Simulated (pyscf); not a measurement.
Structures and frequencies: ωB97X-D3(BJ)/def2-SVP in PySCF.

Problem. silanol (HO–SiH₃) + HO–SnH₃ → H₃Si–O–SnH₃ + water (H₂O)
Surface: singlet. Broken: O–Si, H–O. Formed: O–Si, H–O. Give ΔE‡ and ΔE from PBE0-D3(BJ)/def2-TZVP, relative to the separated reactants.

Solution. ΔE‡ = 0.65 eV, ΔE = -0.19 eV. ωB97M-D3(BJ)/def2-TZVP gives 0.75 eV and -0.18 eV. Zero-point energy shifts the barrier by +0.01 eV. It is a four-centre exchange, with an imaginary mode of 757i cm⁻¹. On the reactant side the descent ends in a complex (not fully relaxed), 0.19 eV under the separated species and 0.87 eV under the saddle at ωB97X-D3(BJ)/def2-TZVP. On the product side the descent ends in a complex, 0.22 eV under the separated species and 1.15 eV under the saddle at ωB97X-D3(BJ)/def2-TZVP. One saddle was located; it need not be the lowest between these sides. Elements past Kr carry the def2 core potentials, without spin-orbit coupling.
